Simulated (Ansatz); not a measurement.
**CH4AlN (SMILES C=[N][AlH2]): molecular dynamics**

The task is to watch the atoms for 40 steps of 1.0 fs, started with velocities for 300 K and run with a Langevin thermostat.

Program: Ansatz 0.2.0, Gaussian basis. Level of theory: PBE0-D4/def2-SVPD. These are calculated values, not measurements.

1 further run of the same task is left out (it didn't finish).

### 1 The system as given

SMILES `C=[N][AlH2]`, 7 atoms, charge 0, spin multiplicity 1.

Atoms are counted from 1 here; the program's logs count them from 0.

Bond lengths: C1–N2 1.250 Å, C1–H4 1.094 Å, C1–H5 1.094 Å, N2–Al3 1.770 Å, Al3–H6 1.542 Å, Al3–H7 1.541 Å. Angles: N2–C1–H4 122.3°, N2–C1–H5 122.5°, H4–C1–H5 115.2°, C1–N2–Al3 180.0°, N2–Al3–H6 121.4°, N2–Al3–H7 120.8°, H6–Al3–H7 117.8°.

Geometry (Å):

```mol
CH4AlN
  3D, bonds by distance, orders not assigned

  7  6  0  0  0  0  0  0  0  0999 V2000
   -1.3407   -0.1989   -0.7152 C   0  0
   -0.2475   -0.0360   -0.1318 N   0  0
    1.3002    0.1956    0.6943 Al  0  0
   -1.6619   -1.1733   -1.0943 H   0  0
   -2.0453    0.6212   -0.8841 H   0  0
    1.7276    1.5777    1.2286 H   0  0
    2.2675   -0.9862    0.9024 H   0  0
  1  2  8  0
  1  4  8  0
  1  5  8  0
  2  3  8  0
  3  6  8  0
  3  7  8  0
M  END
```

### 2 Dynamics

File md/in.yaml:

```yaml
crystal:
  periodic: [false, false, false]
  atoms:
    - {symbol: C, position_ang: [-1.340710, -0.198940, -0.715190]}
    - {symbol: N, position_ang: [-0.247460, -0.035950, -0.131770]}
    - {symbol: Al, position_ang: [1.300240, 0.195560, 0.694260]}
    - {symbol: H, position_ang: [-1.661850, -1.173310, -1.094300]}
    - {symbol: H, position_ang: [-2.045260, 0.621170, -0.884060]}
    - {symbol: H, position_ang: [1.727570, 1.577720, 1.228620]}
    - {symbol: H, position_ang: [2.267480, -0.986240, 0.902430]}
basis:
  gaussian: {orbitals: def2-SVPD}
hamiltonian: {xc: pbe0, dispersion: d4}
md: {n_steps: 40, timestep: 1.0, temperature: 300, ensemble: nvt_langevin, seed: 556, friction: 0.01, initial_velocities: maxwell_boltzmann}
```

The run is started by

```sh
$ ansatz run in.yaml --threads 2 --pin off --events-out ev --progress --plain --max-ram 3481MiB
```

**Question.** What will these runs give? Wanted: temperature at the start; mean temperature, second half; lowest and highest potential energy, from the first frame; largest change of potential + kinetic.

The runs gave:

| quantity | value |
| --- | --- |
| length | 40 steps, 40.0 fs |
| temperature at the start | 257 K |
| mean temperature, second half | 373 K |
| lowest and highest potential energy, from the first frame | -375 and 58 meV |
| largest change of potential + kinetic | 203.7 meV |

What this shows: The system runs downhill by 0.38 eV, and that energy turns into motion. The thermostat trades energy with the molecule, so the sum of potential and kinetic energy isn't conserved: it changes by -204 meV over the run. The mean temperature of the second half is still well above the 300 K set. The temperature runs between 197 and 499 K. The bonding pattern stays as it was. Under Langevin the temperature counts 3N degrees of freedom, more than the drawn velocities fill, so it starts at 257 K, not 300 K.
